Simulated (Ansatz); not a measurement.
Scan of the F1–Si2–S3–H4 dihedral angle

SiHSF (SMILES F[Si]S), singlet, at its PBE0-D4/def2-TZVP minimum:

F1  (-1.139, -0.029, 1.062)
Si2  (0.081, 0.989, 0.769)
S3  (0.996, -0.001, -0.912)
H4  (0.117, -1.020, -0.939)
(Å)

The dihedral angle F1–Si2–S3–H4 (0.0° at the minimum) is set to the values below, the two halves turning rigidly about the central bond. Each method's energies count from its own value at the PBE0-D4 minimum structure. Ansatz 0.2.0; basis: def2-TZVPP; cores frozen in the correlated methods. B3LYP uses VWN-RPA correlation.

```csv
dihedral angle (°),CCSD(T) (eV),B3LYP-D4 (eV),PBE-D4 (eV)
-167.4,-0.0218,-0.0214,-0.0227
-131.4,0.2063,0.2112,0.2096
-95.4,0.4126,0.4292,0.4341
-59.4,0.2940,0.3035,0.3064
-23.4,0.0577,0.0592,0.0593
12.6,0.0172,0.0176,0.0176
48.6,0.2173,0.2235,0.2250
84.6,0.4118,0.4287,0.4343
120.6,0.2905,0.2988,0.2986
156.6,0.0251,0.0261,0.0244
```

Largest difference from the CCSD(T) curve over the scan: r2SCAN-D4 0.0426; PBE0-D4 0.0150; wB97M-V 0.0080; HF 0.0060 eV. Each curve counts from its own value at the minimum.

No T1 diagnostic of these runs exceeds 0.016. The restricted Hartree–Fock reference is unstable towards an unrestricted one here.

For scale, one of the runs: CCSD(T)/def2-TZVPP, 129 basis functions (an equivalent command: `ansatz run in.yaml --threads 2`). Hardware: 2 CPU threads, shared host. Wall time about 12 s.
